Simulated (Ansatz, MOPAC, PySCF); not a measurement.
Reaction (SMILES): C=CC → C1CC1

Wanted: isomerisation energy (enthalpy at 298 K), in kcal/mol. Set-up: non-relativistic; six Cartesian d functions in 6-31G* and its kin unless marked 5d; dispersion terms only where a functional's name holds one; no spin-orbit coupling. Ab initio and DFT rows: single points at B3LYP-D3(BJ) geometries (Ansatz, a quantum-chemistry and plane-wave program), with unscaled harmonic terms from B3LYP/6-31G* at its own minima. Semi-empirical rows: MOPAC heats of formation at their own minima for 298 K.

```json
[
 {"species": "C=CC", "coefficient": "-1", "E at PBE/6-31G* (Ansatz), Eh": "-117.72822", "E at M06-2X/def2-TZVPD (PySCF), Eh": "-117.88431", "H(298 K) - E, kcal/mol": "53.39", "heat of formation at AM1 (MOPAC), kcal/mol": "6.54"},
 {"species": "C1CC1", "coefficient": "+1", "E at PBE/6-31G* (Ansatz), Eh": "-117.72120", "E at M06-2X/def2-TZVPD (PySCF), Eh": "-117.87826", "H(298 K) - E, kcal/mol": "53.98", "heat of formation at AM1 (MOPAC), kcal/mol": "17.74"}
]
```

Measured values: Active Thermochemical Tables 1.112 (ions: stationary electron), as tabulated in the package chemicals; they hold spin-orbit and core effects, anharmonicity.  Value to compare with, the measured value: 8.0 kcal/mol. 1 Eh = 627.5095 kcal/mol.

### Question
Compute it at each level from the table, and compare with the measured value.

### Answer

- PBE/6-31G*: the sum of coefficient times E is 0.00702 Eh, or 4.41 kcal/mol; the thermal terms add 0.59. Result: 5.0 kcal/mol. Its error against the measured value is -3.0 kcal/mol.
- M06-2X/def2-TZVPD: the sum of coefficient times E is 0.00605 Eh, or 3.80 kcal/mol; the thermal terms add 0.59. Result: 4.4 kcal/mol. Its error against the measured value is -3.6 kcal/mol.
- AM1: the sum of coefficient times heat of formation is 11.20 kcal/mol; it needs no thermal term. Its error against the measured value is 3.2 kcal/mol.
